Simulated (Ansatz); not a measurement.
Born–Oppenheimer molecular dynamics of C3H7FO2 (13 atoms, charge 0, multiplicity 1). It starts at the highest image of a converged band. Of that band: Neighbouring images differ by up to 1.3 eV, so the band resolves the path poorly. A vibrational analysis at the climbing image gives one clearly imaginary mode, 756i cm⁻¹: a first-order saddle point.

The calculation used RKS PBE0-D4/def2-SVP (Ansatz).

| Property | Result |
| --- | --- |
| ensemble | NVE (velocity Verlet) |
| time step | 0.5 fs |
| steps asked | 200 |
| starting velocities drawn for | 300 K |
| seed | 5544 |

First frame:

```xyz
13
Properties=species:S:1:pos:R:3
O -0.181 -2.033 -0.095
C -0.561 -0.778 0.438
C 0.557 0.179 0.261
O 0.867 -0.050 -1.535
C 0.224 1.593 0.434
F -1.087 1.960 0.140
H -0.962 -2.594 -0.137
H -1.498 -0.425 -0.040
H -0.748 -0.820 1.532
H 1.565 -0.143 -0.752
H 0.543 -0.972 -1.577
H 0.898 2.232 -0.158
H 0.403 1.818 1.504
```

Task: What does the run give?

Result: All steps were run.

```yaml
steps_done: 200
time_covered: 100 fs
mean_temperature_over_the_second_half: 208 K
spread_of_the_potential_energy_over_the_second_half: 4.0 meV per atom
mean_potential_energy_of_the_second_half_above_the_start: 10.3 meV per atom
```

The conserved energy stayed within 0.27 meV per atom of its start (net change 0.16 meV per atom), so the integration is sound. A run of 0.1 ps of so small a system gives no equilibrium averages. The orbitals stay closed-shell, which can raise the energy where a bond breaks towards radicals; this wasn't checked here.

Task: What happens to the structure?

Result: Between its relaxed ends the band would form O4–H10 and break C3–H10. These pairs go: O4–H10 1.05 → 0.97 Å, C3–H10 1.47 → 2.15 Å. In the last frame they stand as after the step (other bonds may differ from the relaxed reactants and products). It ends as one piece, C3H7FO2. Pairs count as bonded within 1.25 times the sum of covalent radii (0.12 Å more for H–H). The details hang on the random start.

Task: How do temperature and energy run in time?

Result: 
| time (fs) | T (K) | potential energy less start (eV) | conserved less start (meV/atom) |
| --- | --- | --- | --- |
| 0 | 300 | 0.000 | 0.00 |
| 3 | 137 | 0.236 | 0.25 |
| 6 | 122 | 0.254 | 0.12 |
| 9 | 83 | 0.312 | 0.23 |
| 12 | 222 | 0.112 | 0.06 |
| 15 | 190 | 0.159 | 0.16 |
| 18 | 147 | 0.219 | 0.17 |
| 21 | 147 | 0.219 | 0.13 |
| 24 | 132 | 0.242 | 0.19 |
| 27 | 199 | 0.144 | 0.06 |
| 30 | 138 | 0.234 | 0.23 |
| 33 | 239 | 0.088 | 0.08 |
| 36 | 183 | 0.169 | 0.25 |
| 39 | 263 | 0.053 | 0.05 |
| 42 | 176 | 0.180 | 0.20 |
| 45 | 217 | 0.119 | 0.10 |
| 48 | 155 | 0.210 | 0.22 |
| 51 | 206 | 0.135 | 0.13 |
| 54 | 204 | 0.139 | 0.17 |
| 57 | 230 | 0.101 | 0.12 |
| 60 | 187 | 0.163 | 0.13 |
| 63 | 151 | 0.214 | 0.19 |
| 66 | 220 | 0.116 | 0.16 |
| 69 | 264 | 0.053 | 0.15 |
| 72 | 258 | 0.061 | 0.09 |
| 75 | 147 | 0.220 | 0.20 |
| 78 | 162 | 0.198 | 0.14 |
| 81 | 182 | 0.171 | 0.19 |
| 84 | 262 | 0.056 | 0.11 |
| 87 | 229 | 0.103 | 0.19 |
| 90 | 251 | 0.071 | 0.11 |
| 93 | 186 | 0.164 | 0.20 |
| 96 | 203 | 0.139 | 0.14 |
| 99 | 190 | 0.159 | 0.18 |

Time of the run: 8.5 min on 2 threads of Intel(R) Xeon(R) Platinum 8488C (Sapphire Rapids), with other jobs on the host, peak memory 0.3 GiB.
